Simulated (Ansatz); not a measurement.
# BH3Cl− (SMILES [BH3-]Cl) at CCSD(T)/STO-3G

What is the energy change on altering one bond length of BH3Cl− at CCSD(T)/STO-3G? 

The results are computed with Ansatz 0.2.0.

3 further runs of the same task are left out: 3 that didn't finish.

**1. The system as given**

BH3Cl−: 5 atoms, total charge -1, spin state singlet. SMILES: `[BH3-]Cl`. The coordinates come from a GFN2-xTB relaxation.

Bond lengths: B1–Cl2 1.873 Å, B1–H3 1.208 Å, B1–H4 1.208 Å, B1–H5 1.208 Å. Angles: Cl2–B1–H3 106.7°, Cl2–B1–H4 106.7°, Cl2–B1–H5 106.7°, H3–B1–H4 112.0°, H3–B1–H5 112.2°, H4–B1–H5 112.1°.

**2. The energy at CCSD(T)/STO-3G**

The input, in.yaml:

```yaml
crystal:
  periodic: [false, false, false]
  atoms:
    - {symbol: B, position_ang: [0.082390, -0.047870, 0.135930]}
    - {symbol: Cl, position_ang: [-0.845860, 0.496450, -1.396970]}
    - {symbol: H, position_ang: [1.223080, -0.254620, -0.203070]}
    - {symbol: H, position_ang: [-0.460100, -1.051350, 0.532730]}
    - {symbol: H, position_ang: [0.000500, 0.857390, 0.931390]}
basis:
  gaussian: {orbitals: STO-3G}
scf: {omitted_lower_state_checks: [cluster_reference, increment]}
correlation: {method: ccsd_t, frozen_orbitals: {B: 1, Cl: 5, H: 0}}
total_charge: -1
accuracy: high
```

The run is started by

```sh
ansatz run in.yaml --threads 1 --pin off --max-ram 2610MiB --events-out events.jsonl --progress --plain --runs-dir runs
```

What it wrote, cut to the lines that bear on the results:

```text
Warning: RAYON_NUM_THREADS=1 ignored (pool sized by the plan → 1); use --threads N
Functional definition: HF
  name "HF"
[...]
282 factors; integrals over basis functions are off by at most 6.2e-9 eV
[...]
mean field -13079.27684582 eV, -480.6545586315 hartree, gradient 9.6e-8 eV, S^2 0.000000; 0 other end points of the search recorded, 0 dependent functions left out
6 core orbitals not correlated: weight in the atoms' cores, before any rotation towards them, 1.000 or more for the frozen orbitals, at most 0.000 for the correlated occupied ones
reference -13079.27684582 eV, -480.6545586315 hartree; 7, 7 occupied and 4, 4 virtual orbitals, 282 factors
second order -1.21739058 eV of doubles, -0.00000000 eV of singles
cycle   1  -1.53760872 eV  change   -3.2e-1 eV  update   4.3e-2
[...]
cycle  15  -1.70657352 eV  change    1.4e-9 eV  update  5.6e-10
perturbative correction -0.00976024 eV, -0.0003586822 hartree
Total energy: -13080.99317957 eV, -480.7176327337 hartree
Checks for a lower state left out: cluster_reference, increment
```

Run time: 0.12 s. Hardware: 1 thread of Arm Neoverse V1, shared host.

**3. The distorted shape at the same level**

The input, molecule.yaml:

```yaml
basis:
  gaussian:
    orbitals: STO-3G
crystal:
  periodic: [false, false, false]
  atoms:
    - symbol: B
      position_ang: [0.102860, -0.274154, -0.062907]
    - symbol: Cl
      position_ang: [-0.825390, 0.270166, -1.595807]
    - symbol: H
      position_ang: [1.243550, -0.480904, -0.401907]
    - symbol: H
      position_ang: [-0.439630, -1.277634, 0.333893]
    - symbol: H
      position_ang: [0.000500, 0.857390, 0.931390]
total_charge: -1
correlation:
  method: ccsd_t
  frozen_orbitals: {B: 1, Cl: 5, H: 0}
accuracy: high
scf:
  omitted_lower_state_checks: [cluster_reference, increment]
```

The run is started by

```sh
ansatz run molecule.yaml --threads 1 --pin off --max-ram 2610MiB --events-out events.jsonl --progress --plain --runs-dir runs
```

What it wrote, cut to the lines that bear on the results:

```text
Warning: RAYON_NUM_THREADS=1 ignored (pool sized by the plan → 1); use --threads N
[... 2 set-up lines as earlier in the session ...]
[...]
281 factors; integrals over basis functions are off by at most 9.8e-9 eV
[...]
mean field -13078.08758662 eV, -480.6108541622 hartree, gradient 4.7e-9 eV, S^2 0.000000; 0 other end points of the search recorded, 0 dependent functions left out
6 core orbitals not correlated: weight in the atoms' cores, before any rotation towards them, 1.000 or more for the frozen orbitals, at most 0.000 for the correlated occupied ones
reference -13078.08758662 eV, -480.6108541622 hartree; 7, 7 occupied and 4, 4 virtual orbitals, 281 factors
second order -1.40418969 eV of doubles, -0.00000000 eV of singles
cycle   1  -1.78158538 eV  change   -3.8e-1 eV  update   5.2e-2
[...]
cycle  17  -2.00088717 eV  change  -2.8e-10 eV  update  2.1e-10
perturbative correction -0.01416048 eV, -0.0005203879 hartree
Total energy: -13080.10263427 eV, -480.6849057973 hartree
Checks for a lower state left out: cluster_reference, increment
```

Run time: 0.12 s. Hardware: 1 thread of Arm Neoverse V1, shared host.

**4. What came out**

At CCSD(T)/STO-3G, 6 core orbitals frozen:

| quantity | value |
| --- | --- |
| first shape: total energy | -480.71763 Eh |
| first shape: correlation energy (6 core orbitals frozen) | -63.1 mEh |
| first shape: (T) correction | -0.36 mEh |
| first shape: T1 diagnostic | 0.005 |
| distorted shape: total energy | -480.68491 Eh |
| distorted shape: correlation energy (6 core orbitals frozen) | -74.1 mEh |
| distorted shape: (T) correction | -0.52 mEh |
| distorted shape: T1 diagnostic | 0.006 |
| energy change with the B1–H5 bond stretched from 1.208 to 1.510 Å | 0.891 eV |

In words: With the B1–H5 bond stretched from 1.208 to 1.510 Å the energy rises by 0.89 eV (85.9 kJ/mol). The first shape isn't relaxed at this level, so the change isn't measured from a minimum. The minimal basis adds a large error of its own. The triples (first shape) make up 0.6 % of the correlation energy. The triples (distorted shape) make up 0.7 % of the correlation energy.
